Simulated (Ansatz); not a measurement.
Be, triplet; Ansatz (a first-principles code) with PBE/3-21G.

Ansatz was given this input:
Ansatz 0.2 input:
```yaml
crystal:
  periodic: [false, false, false]
  atoms:
    - {symbol: Be, position_ang: [0.00000000, 0.00000000, 0.00000000]}
basis:
  gaussian:
    orbitals: 3-21G.json
hamiltonian:
  xc: pbe
magnetization: {spin_polarized: false, initial_magnetization: 2}
```
The basis file holds 3-21G in the JSON format of the Basis Set Exchange.

Write the output that Ansatz gives for this input, abridged.


```
Functional definition: PBE
37 factors; integrals over basis functions are off by at most 9.5e-5 eV
mean field evaluation 1: about -393.2928 eV, gradient 8.3e-1 eV
mean field evaluation 2: about -393.2896 eV, gradient 8.4e-1 eV
mean field evaluation 4: about -393.2984 eV, gradient 1.0e-1 eV
mean field evaluation 8: about -393.2985 eV, gradient 1.5e-2 eV
mean field evaluation 16: about -393.3082 eV, gradient 1.7e-2 eV
mean field evaluation 32: about -393.3082 eV, gradient 1.8e-2 eV
mean field -393.29854976 eV, -14.4534551162 hartree, gradient 6.7e-5 eV, S^2 2.000000; 11 other end points of the search recorded, 0 dependent functions left out
reference -393.29857363 eV, -14.4534559934 hartree; 3, 1 occupied and 6, 8 virtual orbitals, 37 factors
Total energy: -393.29857363 eV, -14.4534559934 hartree
```
